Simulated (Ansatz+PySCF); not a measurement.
A calculation with PySCF 2.14.0.

```python
from pyscf import gto, scf, cc

mol = gto.M(atom="""
B 0.000000 0.000000 0.000000
F 0.442580 0.590110 1.277630
""", basis='sto-3g', charge=0, spin=0)
mf = scf.RHF(mol)
mf.kernel()
mycc = cc.CCSD(mf, frozen=2).run()
et = mycc.ccsd_t()
print(mf.e_tot, mycc.e_corr, et, mycc.e_tot + et)
```

The script is written out from the run's settings.

Results

```
Converged                       : yes
Reference energy                : -122.31197 hartree
CCSD correlation energy         : -0.08557 hartree
Triples correction              : -0.00944 hartree
Total energy                    : -122.40698 hartree
Spin squared of the determinant : 0.000
```

Caution: large share of triples, a single reference is doubtful.
